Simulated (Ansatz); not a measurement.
Low-lying states of C3H2O

Computed with Ansatz's Gaussian-basis code (development build). State-averaged CASSCF with equal weights; occupations are averaged over the states; levels count from the state that is lowest in CASSCF. CASSCF levels without dynamic correlation can be off by over 1 eV. No symmetry is imposed, so a solution can break that of the shape. No proof that the lowest CASSCF solution was found.

Geometry:

```xyz
6

C     0.0000    0.0000    0.3323
C     0.0000    0.6762   -0.9348
C     0.0000   -0.6762   -0.9348
O     0.0000    0.0000    1.5456
H     0.0000    1.5544   -1.5705
H     0.0000   -1.5544   -1.5705
```

Basis cc-pVTZ, nonrelativistic, 4 orbitals frozen in the corrections; active space CAS(6,5). Averaged: 1 singlet, 1 triplet.

(1) Give the levels in order, with their spins.

Same geometry.

Basis cc-pVTZ, nonrelativistic, 4 orbitals frozen in the corrections; active space CAS(6,5). Averaged: 3 triplets.

(2) Give the levels in order.

Same geometry.

Basis cc-pVTZ, nonrelativistic, 4 orbitals frozen in the corrections; active space CAS(6,5). Averaged: 1 triplet, 1 quintet.

(3) Give the levels in order, with their spins.

Answers

(1) 

```
  state  CASSCF (eV)
singlet        0.000
triplet        4.542
```

Occupations: 2.00, 1.94, 1.46, 0.54, 0.07.

(2) 

| state | CASSCF (eV) |
| --- | --- |
| triplet | 0.000 |
| triplet | 0.104 |
| triplet | 0.996 |

Occupations: 1.95, 1.61, 1.33, 0.71, 0.40.

(3) 

| state | CASSCF (eV) |
| --- | --- |
| triplet | 0.000 |
| quintet | 5.548 |

Occupations: 1.91, 1.49, 1.04, 1.00, 0.56.
